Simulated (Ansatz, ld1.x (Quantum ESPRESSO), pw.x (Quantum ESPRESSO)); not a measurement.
## Os (Z = 76): one change to the TM potential, in the atom and in the sc crystal

```
Element                 : osmium (Os)
Generator               : ld1.x (Quantum ESPRESSO) 7.5
Type                    : norm-conserving Troullier–Martins (Kleinman–Bylander form)
Functional              : PBEsol
Relativity              : scalar-relativistic
Frozen core             : [Xe] 4f14
Valence charge          : 8
Reference configuration : 5d6 6s2 6p0
Partial waves           : 6s (bound): rc 2.10 bohr; 5d (bound): rc 1.35 bohr; 6p (bound, empty): rc 3.85 bohr
Local potential         : the p channel
Core correction         : a·sin(br)/r model core, default radius (core density twice the valence density)
```

Change: all radii but the core radius scaled by about 0.96 (s 2.02, p 3.68, d 1.30 bohr).

Cutoffs, loose and tight: the cutoffs (Ry, on a coarse ladder) from which the occupation-weighted sum of valence levels, in a spherical-Bessel basis at the reference potential, stays within 10 and 1 mRy of its value at 400 Ry. They do not see the model core or the augmentation charge, which bear on the density cutoff. Test errors are all-electron minus pseudo excitation energies from the reference, over the configurations 5d6 6s1 6p0; 5d6 6s0 6p0; 5d5 6s0 6p0; 5d7 6s0 6p0; 5d5 6s2 6p1; 5d5 6s2 6p0; 5d6 6s0 6p1; variants that change the core or the reference have their own tests.

Crystal test: sc Os in pw.x 7.5, no spin, 13³ k-points, Fermi–Dirac smearing 0.01 Ry, cutoffs set for each file from its atomic test. The reference is all-electron LAPW (Ansatz 0.2.0) with the same functional, mesh and smearing; V0 and B0 come from Birch–Murnaghan fits to the pressures at five volumes. Errors are pseudo minus all-electron; Δ is the rms difference of the E(V) curves that follow from these fits, minima aligned, over ±6 % about the mean V0. Mesh and smearing are coarse, so the numbers serve the comparison and aren't converged zero-temperature values; the lattice is a test structure that the element need not adopt.

All-electron: a0 = 2.531 Å (V0 = 16.22 Å³/atom), B0 = 294.0 GPa.

Task: Does the change bring the crystal closer to the all-electron result?

Result: The mean pressure error goes from +32.48 to +37.49 GPa, so the change moves the solid further from the all-electron pressures. Neither pressure curve crosses zero within the volumes sampled, so no fits are given.

```tsv
quantity	base	changed
outcome (atom)	generated	generated
cutoff, loose (atom)	35 Ry	35 Ry
cutoff, tight (atom)	70 Ry	60 Ry
bound ghosts (atom)	none	none
largest test error (meV) (atom)	-132 over the solved tests; 1 of 7 tests not solved or not reliable	-118 over the solved tests; 1 of 7 tests not solved or not reliable
cutoffs in pw.x (Ry)	85/340	75/300
mean pressure error (GPa)	+32.48	+37.49
```

Base: The largest radius (3.85 bohr) exceeds half the bond length (2.39 bohr), so the spheres overlap, which is one possible source of error among others. This is a poor potential for the solid. Atomic configuration tests: 1 of 7 tests not solved or not reliable. Changed file: The largest radius (3.68 bohr) exceeds half the bond length (2.39 bohr), so the spheres overlap, which is one possible source of error among others. This is a poor potential for the solid. Atomic configuration tests: 1 of 7 tests not solved or not reliable. The atomic cutoffs weigh occupied waves only.
